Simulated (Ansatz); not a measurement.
One change: `CC(O)(O)F` becomes `COC(C)(O)F`.

Ansatz, PBE0-D4/def2-TZVP geometries, multiplicity 1. Each molecule was computed in one conformer, which needn't be the lowest.

```tsv
property	`CC(O)(O)F`
HOMO energy (PBE/def2-TZVPP) / eV	-7.35
HOMO–LUMO gap (B3LYP/def2-TZVPP) / eV	9.37
LUMO energy (PBE/def2-TZVPP) / eV	0.01
HOMO energy (PBE0/def2-TZVPP) / eV	-9.15
size of the dipole moment (ωB97M-V/def2-TZVPP) / D	1.42
HOMO–LUMO gap (PBE/def2-TZVPP) / eV	7.36
```

Question: Give the same properties after the change, and the shifts. (Estimate.)

Answer: Ansatz gave: 
```tsv
property	`COC(C)(O)F`	shift
HOMO energy (PBE/def2-TZVPP) / eV	-6.52	0.83
HOMO–LUMO gap (B3LYP/def2-TZVPP) / eV	8.70	-0.67
LUMO energy (PBE/def2-TZVPP) / eV	0.28	0.27
HOMO energy (PBE0/def2-TZVPP) / eV	-8.20	0.95
size of the dipole moment (ωB97M-V/def2-TZVPP) / D	2.11	0.69
HOMO–LUMO gap (PBE/def2-TZVPP) / eV	6.80	-0.56
```

With PBE0 the HOMO rises by 0.95 eV and the LUMO rises by 0.23 eV, so the gap narrows by about 0.72 eV. PBE moves the HOMO by 0.83 eV and ωB97M-V by 0.99 eV. Dipoles are sizes alone; their direction can turn.

B3LYP here is the variant with VWN-RPA as its local correlation; programs differ in this.
